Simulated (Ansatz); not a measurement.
Process, species as SMILES: C=[SiH2] (CH2-SiH2) + 2 [H][H] (H2) → C (CH4) + [SiH4] (SiH4)
B3LYP-D3(BJ)/def2-TZVP geometries, fixed; electronic energies without zero-point terms.

How fast the energy of full hydrogenation converges with the basis for several methods (Ansatz, a quantum-chemistry and plane-wave program): deviation from each method's own reference, in kcal/mol. References: B3LYP -65.26 kcal/mol, the value in aug-pcseg-3; CCSD(T) -64.70 kcal/mol, Hartree-Fock in cc-pV(Q+d)Z plus the correlation part extrapolated as X^-3 from cc-pV(T+d)Z and cc-pV(Q+d)Z; HF -75.67 kcal/mol, the value in aug-pcseg-3; MP2 -63.87 kcal/mol, Hartree-Fock in aug-cc-pV(Q+d)Z plus the correlation part extrapolated as X^-3 from aug-cc-pV(T+d)Z and aug-cc-pV(Q+d)Z; PBE -62.97 kcal/mol, the value in aug-pcseg-3; wB97M-V -65.96 kcal/mol, the value in aug-pcseg-3. Cartesian d functions, on some or all atoms, in 6-31G*, 6-31+G*; all else is spherical. In correlated methods cores are frozen. A restricted Hartree-Fock determinant is unstable towards unrestricted orbitals. No added dispersion term, no relativity. Functionals ending in -V hold VV10 correlation. 

| basis | functions | B3LYP | CCSD(T) | HF | MP2 | PBE | wB97M-V |
|---|---|---|---|---|---|---|---|
| 3-21G | 30 | 0.21 | 11.70 | 2.55 | 7.83 | -0.72 | -0.70 |
| pcseg-0 | 30 | 1.59 | 13.46 | 6.18 | 9.79 | 0.85 | 1.78 |
| def2-SV(P) | 40 | -3.15 | 4.68 | -3.93 | 1.50 | -2.89 | -4.02 |
| 6-31G* | 42 | -3.38 | 4.16 | -5.71 | 0.50 | -3.31 | -4.06 |
| 6-31+G* | 50 | -3.10 | 4.98 | -4.36 | 1.59 | -3.35 | -3.73 |
| def2-SVP | 52 | -4.18 | -4.19 | -4.53 | -5.53 | -4.06 | -5.35 |
| def2-SVPD | 76 | -4.32 | -3.57 | -3.89 | -4.19 | -4.50 | -5.31 |
| aug-pcseg-1 | 86 | -1.42 | 0.17 | -1.39 | -0.82 | -1.74 | -2.26 |
| def2-TZVP | 92 | -0.06 | 1.18 | -0.23 | 0.86 | -0.07 | -0.38 |
| def2-TZVPD | 116 | 0.01 | 1.66 | -0.01 | 1.36 | 0.01 | -0.27 |
| def2-TZVPP | 129 | -0.23 | -0.28 | -0.22 | -0.92 | -0.28 | -0.49 |
| def2-QZVPPD | 271 | 0.00 | 0.16 | 0.05 | -0.39 | -0.02 | 0.04 |

Mean absolute deviation over def2-TZVP, def2-TZVPD, def2-TZVPP: B3LYP 0.10, PBE 0.12, HF 0.15, wB97M-V 0.38, CCSD(T) 1.04, MP2 1.05 kcal/mol.
